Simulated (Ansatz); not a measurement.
# C2H3NS: basis-set convergence

The task here is to estimate one member of a computed series from the others.

Computed with Ansatz 0.2.0, Gaussian basis. Level: one geometry, several basis sets.

Plan: PBE0-D4/def2-SVP; ωB97M-V/def2-SVP; PBE0-D4/def2-QZVPP; ωB97M-V/def2-QZVPP; the functionals' def2-TZVPP values are taken from earlier runs.

### The relaxed structure

All runs share one geometry, relaxed beforehand with PBE0-D4 in a triple-zeta def2 set.

SMILES `SC1C=N1`, 7 atoms, charge 0, spin multiplicity 1.

Atoms are counted from 1 here; the program's logs count them from 0.

Bond lengths: S1–C2 1.778 Å, S1–H5 1.344 Å, C2–C3 1.438 Å, C2–N4 1.525 Å, C2–H6 1.086 Å, C3–N4 1.246 Å, C3–H7 1.082 Å. Angles: C2–S1–H5 96.6°, S1–C2–C3 120.5°, S1–C2–N4 120.1°, S1–C2–H6 115.0°, C3–C2–N4 49.7°, C3–C2–H6 120.0°, N4–C2–H6 115.9°, C2–C3–N4 68.8°, C2–C3–H7 151.0°, N4–C3–H7 140.1°, C2–N4–C3 61.6°.

Coordinates:

```mol
C2H3NS
  3D, bonds by distance, orders not assigned

  7  7  0  0  0  0  0  0  0  0999 V2000
   -0.7410    0.5846   -1.4266 S   0  0
    0.1334    0.2926    0.0941 C   0  0
    0.6754   -1.0071    0.3852 C   0  0
   -0.3493   -0.7847    1.0589 N   0  0
   -1.6329    1.4562   -0.9262 H   0  0
    0.5677    1.1771    0.5498 H   0  0
    1.4078   -1.7867    0.2192 H   0  0
  1  2  8  0
  2  3  8  0
  3  4  8  0
  1  5  8  0
  2  6  8  0
  3  7  8  0
  2  4  8  0
M  END
```

Set-up of the first run:

Contents of in.yaml:

```yaml
crystal:
  periodic: [false, false, false]
  atoms:
    - {symbol: S, position_ang: [-0.740979, 0.584554, -1.426555]}
    - {symbol: C, position_ang: [0.133372, 0.292624, 0.094115]}
    - {symbol: C, position_ang: [0.675443, -1.007132, 0.385222]}
    - {symbol: N, position_ang: [-0.349311, -0.784690, 1.058873]}
    - {symbol: H, position_ang: [-1.632891, 1.456249, -0.926220]}
    - {symbol: H, position_ang: [0.567661, 1.177135, 0.549774]}
    - {symbol: H, position_ang: [1.407806, -1.786740, 0.219191]}
basis:
  gaussian: {orbitals: def2-SVP}
hamiltonian: {xc: pbe0, dispersion: d4}
output: {orbitals: {seedname: orbitals}}
```

Run with:

```bash
$ ansatz run in.yaml --threads 2 --pin off --events-out ev --progress --plain --max-ram 4352MiB
```

Steps of the session up to this table: PBE0-D4 in def2-SVP; ωB97M-V in def2-SVP; PBE0-D4 in def2-QZVPP; ωB97M-V in def2-QZVPP.

One of the session's tables, all rows but one given; the rest of the session is left out.

It belongs to the step «Density functionals: the series». 

```
functional       basis  HOMO (eV)
   PBE0-D4    def2-SVP      -6.97
   PBE0-D4  def2-TZVPP      -7.11
   PBE0-D4  def2-QZVPP          ?
   ωB97M-V    def2-SVP      -9.16
   ωB97M-V  def2-TZVPP      -9.32
   ωB97M-V  def2-QZVPP      -9.37
```

Q: Estimate the row for PBE0-D4, def2-QZVPP from the others.

The run gave: HOMO (eV): -7.15. In the column «HOMO (eV)» it lies between ωB97M-V, def2-SVP (-9.16) and PBE0-D4, def2-TZVPP (-7.11).
